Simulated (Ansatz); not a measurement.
# Heat of formation of BH (SMILES [BH]) from total energies

BH has 2 atoms, charge 0, and is taken as a singlet. SMILES: `[BH]`. The bond length is the measured one.

```jsonl
{"atom": "B", "x (Å)": "0.0000", "y (Å)": "0.0000", "z (Å)": "0.0000"}
{"atom": "H", "x (Å)": "0.0000", "y (Å)": "0.0000", "z (Å)": "1.2324"}
```

Total energies at CCSD(T)/def2-TZVP, 1 core orbital frozen (Ansatz 0.2.0); the atoms run unrestricted:

| species | state | energy (Eh) |
| --- | --- | --- |
| BH | singlet | -25.228377 |
| B | doublet | -24.597906 |
| H | doublet | -0.499810 |

Harmonic wavenumbers at PBE0/aug-cc-pVTZ, in cm⁻¹: 2329.

Measured heats of formation of the gaseous atoms at 298.15 K, in kJ/mol: B 570.3, H 218.0. Take 1 Eh = 2625.50 kJ/mol, 1 cm⁻¹ = 0.0119627 kJ/mol, RT = 2.479 kJ/mol.

What heat of formation follows?


1. Electronic atomisation energy: (-24.597906) + (-0.499810) − (-25.228377) = 0.130661 Eh = 343.1 kJ/mol.
2. Zero-point energy: half the sum of the wavenumbers, 1164.5 cm⁻¹ = 13.9 kJ/mol.
3. Thermal vibrational enthalpy, Σ hcν̃/(exp(hcν̃/kT) − 1): 0.0 kJ/mol. Translation, rotation and pV of a linear molecule: 3.5 RT = 8.7 kJ/mol.
4. The 2 free atoms carry 5/2 RT each: 12.4 kJ/mol.
5. Atomisation enthalpy at 298 K: 343.1 − 13.9 − 0.0 − 8.7 + 12.4 = 332.9 kJ/mol.
6. Sum of the atoms' heats of formation: 788.3 kJ/mol. Heat of formation: 788.3 − 332.9 = +455.4 kJ/mol.

No measured value is set beside it here. Anharmonicity and any spin-orbit splitting of the molecule are left out, and so is core correlation.
